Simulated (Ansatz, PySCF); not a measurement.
This PySCF input computes a CCSD(T)/cc-pVDZ energy:

```python
from pyscf import gto, scf, mp, cc as ccmod

mol = gto.M(
    atom='''
    O     0.67531939    0.08570826    1.21578690
    C     0.06089834    0.12797473    0.10750752
    C    -0.32763936    1.24106744   -0.61255944
    C    -0.29036899   -1.24656785   -0.50134071
    H    -0.90767409   -1.80678104    0.20937975
    H    -0.85220183    1.15134108   -1.55652673
    H    -0.11097141    2.23680331   -0.23962904
    H     0.63084779   -1.82189023   -0.64414044
    H    -0.81989546   -1.17998507   -1.45702293
    ''',
    basis='cc-pvdz',
    charge=-1,
    spin=0,
    verbose=4,
)

mf = scf.RHF(mol)
mf.conv_tol = 1e-10
mf.max_cycle = 100
mf.kernel()
mp2 = mp.MP2(mf, frozen=4).run()
cc = ccmod.CCSD(mf, frozen=4)
cc.max_cycle = 100
cc.kernel()
et = cc.ccsd_t()
print(f'E(CCSD(T)) = {cc.e_tot + et:.9f}')
```

Task: Write an input for the same energy in Ansatz (a quantum-chemistry and plane-wave program) and say what it gives.

Result: 
Ansatz 0.2 input:
```yaml
crystal:
  periodic: [false, false, false]
  atoms:
    - {symbol: O, position_ang: [0.67531939, 0.08570826, 1.21578690]}
    - {symbol: C, position_ang: [0.06089834, 0.12797473, 0.10750752]}
    - {symbol: C, position_ang: [-0.32763936, 1.24106744, -0.61255944]}
    - {symbol: C, position_ang: [-0.29036899, -1.24656785, -0.50134071]}
    - {symbol: H, position_ang: [-0.90767409, -1.80678104, 0.20937975]}
    - {symbol: H, position_ang: [-0.85220183, 1.15134108, -1.55652673]}
    - {symbol: H, position_ang: [-0.11097141, 2.23680331, -0.23962904]}
    - {symbol: H, position_ang: [0.63084779, -1.82189023, -0.64414044]}
    - {symbol: H, position_ang: [-0.81989546, -1.17998507, -1.45702293]}
basis:
  gaussian:
    orbitals: cc-pVDZ
total_charge: -1
magnetization: {spin_polarized: false}
correlation: {method: ccsd_t, electrons: outside_noble_gas}
```
It gives -192.00796 Eh, and PySCF -192.00797 Eh, a difference of 0.01 mEh.

It need not be the lowest isomer of its formula. Whether it binds its extra electron was not tested at this geometry.
